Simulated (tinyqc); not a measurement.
Worked calculation: RHF in the sto-3g basis, for H2F+, spin multiplicity 1. One step of it, computed by the program tinyqc.

Question. Iteration 1: building the Fock matrix. J_ij = sum D_kl (ij|kl), K_ij = sum D_kl (ik|jl); F = H + J - 0.5 K; E = tr D H + tr D J / 2 - 0.25 tr D K + E_nn.

D at the start:
```
            1F 1s      1F 2s    1F 2px     1F 2py     1F 2pz      2H 1s      3H 1s
1F 1s    2.129222  -0.558946  0.000000   0.000000  -0.022529   0.057412   0.057412
1F 2s   -0.558946   2.414104  0.000000   0.000000   0.129017  -0.242824  -0.242824
1F 2px   0.000000   0.000000  2.000000   0.000000   0.000000   0.000000   0.000000
1F 2py   0.000000   0.000000  0.000000   2.224512   0.000000  -0.274114   0.274114
1F 2pz  -0.022529   0.129017  0.000000   0.000000   2.054666  -0.124744  -0.124744
2H 1s    0.057412  -0.242824  0.000000  -0.274114  -0.124744   0.064304  -0.003251
3H 1s    0.057412  -0.242824  0.000000   0.274114  -0.124744  -0.003251   0.064304
```

core Hamiltonian H = T + V (hartree):
```
             1F 1s       1F 2s     1F 2px     1F 2py     1F 2pz      2H 1s      3H 1s
1F 1s   -41.010272   -9.624150   0.000000   0.000000  -0.010358  -1.384236  -1.384236
1F 2s    -9.624150  -11.486253   0.000000   0.000000  -0.127532  -3.209584  -3.209584
1F 2px    0.000000    0.000000  -9.130911   0.000000   0.000000   0.000000   0.000000
1F 2py    0.000000    0.000000   0.000000  -9.252878   0.000000  -1.929076   1.929076
1F 2pz   -0.010358   -0.127532   0.000000   0.000000  -9.165870  -1.062709  -1.062709
2H 1s    -1.384236   -3.209584   0.000000  -1.929076  -1.062709  -5.077741  -0.974126
3H 1s    -1.384236   -3.209584   0.000000   1.929076  -1.062709  -0.974126  -5.077741
```

Two-electron integrals (ij|kl) in chemists' order, unique and non-zero (hartree):
```
(11|11) 5.403501    (21|11) 0.841920    (21|21) 0.156299    (22|11) 1.268028
(22|21) 0.292344    (22|22) 0.926167    (31|31) 0.027998    (32|31) 0.043169
(32|32) 0.204588    (33|11) 1.264502    (33|21) 0.292403    (33|22) 0.925959
(33|33) 0.997514    (41|41) 0.027998    (42|41) 0.043169    (42|42) 0.204588
(43|43) 0.053770    (44|11) 1.264502    (44|21) 0.292403    (44|22) 0.925959
(44|33) 0.889973    (44|44) 0.997514    (51|51) 0.027998    (52|51) 0.043169
(52|52) 0.204588    (53|53) 0.053770    (54|54) 0.053770    (55|11) 1.264502
(55|21) 0.292403    (55|22) 0.925959    (55|33) 0.889973    (55|44) 0.889973
(55|55) 0.997514    (61|11) 0.121742    (61|21) 0.022417    (61|22) 0.041687
(61|33) 0.041622    (61|41) 0.000810    (61|42) 0.001521    (61|44) 0.041778
(61|51) 0.000434    (61|52) 0.000815    (61|54) 0.000083    (61|55) 0.041667
(61|61) 0.003248    (62|11) 0.316054    (62|21) 0.073878    (62|22) 0.262036
(62|33) 0.258155    (62|41) 0.004445    (62|42) 0.035036    (62|44) 0.267003
(62|51) 0.002380    (62|52) 0.018757    (62|54) 0.004737    (62|55) 0.260691
(62|61) 0.010758    (62|62) 0.092143    (63|31) 0.007640    (63|32) 0.045625
(63|43) 0.007330    (63|53) 0.003924    (63|63) 0.013498    (64|11) 0.192505
(64|21) 0.045566    (64|22) 0.172989    (64|33) 0.165649    (64|41) 0.010033
(64|42) 0.067492    (64|44) 0.185875    (64|51) 0.001281    (64|52) 0.011707
(64|54) 0.006904    (64|55) 0.167245    (64|61) 0.006906    (64|62) 0.074638
(64|64) 0.073508    (65|11) 0.103063    (65|21) 0.024395    (65|22) 0.092614
(65|33) 0.088685    (65|41) 0.001281    (65|42) 0.011707    (65|44) 0.091664
(65|51) 0.008326    (65|52) 0.051893    (65|54) 0.008925    (65|55) 0.097387
(65|61) 0.003698    (65|62) 0.039959    (65|64) 0.032128    (65|65) 0.030698
(66|11) 0.480996    (66|21) 0.114271    (66|22) 0.468001    (66|33) 0.452326
(66|41) 0.008405    (66|42) 0.093909    (66|44) 0.488476    (66|51) 0.004500
(66|52) 0.050277    (66|54) 0.019354    (66|55) 0.462688    (66|61) 0.016735
(66|62) 0.213635    (66|64) 0.201232    (66|65) 0.107735    (66|66) 0.774606
(71|11) 0.121742    (71|21) 0.022417    (71|22) 0.041687    (71|33) 0.041622
(71|41) -0.000810   (71|42) -0.001521   (71|44) 0.041778    (71|51) 0.000434
(71|52) 0.000815    (71|54) -0.000083   (71|55) 0.041667    (71|61) 0.003199
(71|62) 0.010419    (71|64) 0.006163    (71|65) 0.003585    (71|66) 0.016073
(71|71) 0.003248    (72|11) 0.316054    (72|21) 0.073878    (72|22) 0.262036
(72|33) 0.258155    (72|41) -0.004445   (72|42) -0.035036   (72|44) 0.267003
(72|51) 0.002380    (72|52) 0.018757    (72|54) -0.004737   (72|55) 0.260691
(72|61) 0.010419    (72|62) 0.073117    (72|64) 0.041080    (72|65) 0.030659
(72|66) 0.135688    (72|71) 0.010758    (72|72) 0.092143    (73|31) 0.007640
(73|32) 0.045625    (73|43) -0.007330   (73|53) 0.003924    (73|63) 0.010279
(73|73) 0.013498    (74|11) -0.192505   (74|21) -0.045566   (74|22) -0.172989
(74|33) -0.165649   (74|41) 0.010033    (74|42) 0.067492    (74|44) -0.185875
(74|51) -0.001281   (74|52) -0.011707   (74|54) 0.006904    (74|55) -0.167245
(74|61) -0.006163   (74|62) -0.041080   (74|64) -0.013230   (74|65) -0.016906
(74|66) -0.070143   (74|71) -0.006906   (74|72) -0.074638   (74|74) 0.073508
(75|11) 0.103063    (75|21) 0.024395    (75|22) 0.092614    (75|33) 0.088685
(75|41) -0.001281   (75|42) -0.011707   (75|44) 0.091664    (75|51) 0.008326
(75|52) 0.051893    (75|54) -0.008925   (75|55) 0.097387    (75|61) 0.003585
(75|62) 0.030659    (75|64) 0.016906    (75|65) 0.022981    (75|66) 0.062489
(75|71) 0.003698    (75|72) 0.039959    (75|74) -0.032128   (75|75) 0.030698
(76|11) 0.089143    (76|21) 0.021030    (76|22) 0.081149    (76|33) 0.079794
(76|44) 0.081605    (76|51) 0.001094    (76|52) 0.010394    (76|55) 0.081963
(76|61) 0.003023    (76|62) 0.027916    (76|64) 0.019879    (76|65) 0.013853
(76|66) 0.068159    (76|71) 0.003023    (76|72) 0.027916    (76|74) -0.019879
(76|75) 0.013853    (76|76) 0.010512    (77|11) 0.480996    (77|21) 0.114271
(77|22) 0.468001    (77|33) 0.452326    (77|41) -0.008405   (77|42) -0.093909
(77|44) 0.488476    (77|51) 0.004500    (77|52) 0.050277    (77|54) -0.019354
(77|55) 0.462688    (77|61) 0.016073    (77|62) 0.135688    (77|64) 0.070143
(77|65) 0.062489    (77|66) 0.278002    (77|71) 0.016735    (77|72) 0.213635
(77|74) -0.201232   (77|75) 0.107735    (77|76) 0.068159    (77|77) 0.774606
```

nuclear repulsion = 9.14682023 hartree

Give: Coulomb J; exchange K; Fock matrix F; total energy of this density.

Answer.

Coulomb J (hartree):
```
          1F 1s    1F 2s  1F 2px   1F 2py  1F 2pz   2H 1s    3H 1s
1F 1s   21.0850   4.0455  0.0000   0.0000  0.0027  0.5803   0.5803
1F 2s    4.0455  10.0021  0.0000   0.0000  0.0005  2.7370   2.7370
1F 2px   0.0000   0.0000  9.9949   0.0000  0.0000  0.0000   0.0000
1F 2py   0.0000   0.0000  0.0000   9.9914  0.0000  1.7708  -1.7708
1F 2pz   0.0027   0.0005  0.0000   0.0000  9.9935  0.9473   0.9473
2H 1s    0.5803   2.7370  0.0000   1.7708  0.9473  4.6910   0.8279
3H 1s    0.5803   2.7370  0.0000  -1.7708  0.9473  0.8279   4.6910
```

exchange K (hartree):
```
          1F 1s   1F 2s  1F 2px   1F 2py  1F 2pz   2H 1s    3H 1s
1F 1s   11.1227  1.9533  0.0000   0.0000  0.0010  0.2964   0.2964
1F 2s    1.9533  3.2525  0.0000   0.0000  0.0052  0.7767   0.7767
1F 2px   0.0000  0.0000  2.6795   0.0000  0.0000  0.0000   0.0000
1F 2py   0.0000  0.0000  0.0000   2.6813  0.0000  0.3733  -0.3733
1F 2pz   0.0010  0.0052  0.0000   0.0000  2.6789  0.1992   0.1992
2H 1s    0.2964  0.7767  0.0000   0.3733  0.1992  0.2863   0.1568
3H 1s    0.2964  0.7767  0.0000  -0.3733  0.1992  0.1568   0.2863
```

Fock matrix F (hartree):
```
           1F 1s    1F 2s   1F 2px   1F 2py   1F 2pz    2H 1s    3H 1s
1F 1s   -25.4866  -6.5553   0.0000   0.0000  -0.0082  -0.9521  -0.9521
1F 2s    -6.5553  -3.1105   0.0000   0.0000  -0.1297  -0.8610  -0.8610
1F 2px    0.0000   0.0000  -0.4758   0.0000   0.0000   0.0000   0.0000
1F 2py    0.0000   0.0000   0.0000  -0.6021   0.0000  -0.3450   0.3450
1F 2pz   -0.0082  -0.1297   0.0000   0.0000  -0.5118  -0.2151  -0.2151
2H 1s    -0.9521  -0.8610   0.0000  -0.3450  -0.2151  -0.5299  -0.2246
3H 1s    -0.9521  -0.8610   0.0000   0.3450  -0.2151  -0.2246  -0.5299
```

total energy of this density = -97.847580 hartree
